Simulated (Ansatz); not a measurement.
# AlH₃ (singlet): the correlation ladder at a displaced geometry (v2), cc-pVDZ

How much of the correlation energy of AlH₃ (singlet) does each wave-function method recover here?

Program: Ansatz 0.2.0, Gaussian basis. Level of theory: cc-pVDZ, core rule «outside noble gas», up to 5 orbitals frozen. These are calculated values, not measurements.

To be run: UHF; CCSD(T) on RHF; BCCD(T) on RHF; CISD; CCSDT(Q) on RHF; CCSDTQ on RHF; Full CI.

25 further runs of the same task are left out: 8 for a known fault of the program, 6 that didn't finish, 11 set aside as unsound or not needed.

## (1) What is computed

The geometry is a PBE0/def2-TZVP stationary point (not a proven minimum) with its atoms shifted at random (size 0.100 Å).

4 atoms, charge 0, spin multiplicity 1.

Atoms are counted from 1 here; the program's logs count them from 0.

Bond lengths: Al1–H2 1.421 Å, Al1–H3 1.612 Å, Al1–H4 1.658 Å. Angles: H2–Al1–H3 122.7°, H2–Al1–H4 119.2°, H3–Al1–H4 118.1°.

## (2) UHF

File in.yaml:

```yaml
crystal:
  periodic: [false, false, false]
  atoms:
    - {symbol: Al, position_ang: [0.008676, 0.003191, -0.001231]}
    - {symbol: H, position_ang: [1.429578, 0.026616, 0.010280]}
    - {symbol: H, position_ang: [-0.885501, 1.344935, -0.000607]}
    - {symbol: H, position_ang: [-0.776322, -1.456973, 0.023270]}
basis:
  gaussian: {orbitals: cc-pVDZ}
magnetization: {spin_polarized: true, initial_magnetization: 0}
hamiltonian: {xc: hf}
output: {orbitals: {seedname: orbitals}}
```

Launch:

```console
> ansatz run in.yaml --threads 1 --pin off --events-out ev --progress --plain --max-ram 2393MiB
```

After this run come: CCSD(T) on RHF; BCCD(T) on RHF; CISD; CCSDT(Q) on RHF; CCSDTQ on RHF; Full CI.

Q: Predict the results of all the runs planned. Wanted: FCI below the RHF energy; RMP2 from FCI; RCCSD from FCI; RCCSD(T) from FCI; RCCSDT(Q) from FCI; T1 diagnostic; effectively unpaired electrons.

As calculated:

```
                         quantity                                                 value
         FCI below the RHF energy                                            -2.7977 eV
                    RMP2 from FCI                                            +702.6 meV
                   RCCSD from FCI                                             +40.5 meV
                RCCSD(T) from FCI                                             +11.0 meV
               RCCSDT(Q) from FCI                                              +0.2 meV
levels within 1 kcal/mol (43 meV)  RCCSD, RCCSD(T), BCCD(T), RCCSDT, RCCSDT(Q), RCCSDTQ
                    T1 diagnostic                                                 0.009
   effectively unpaired electrons                                                  0.03
```

RCCSD(T) lands +11.0 meV from the yardstick (0.4 % of the correlation energy). One determinant dominates. These misses are within one basis, not against nature.
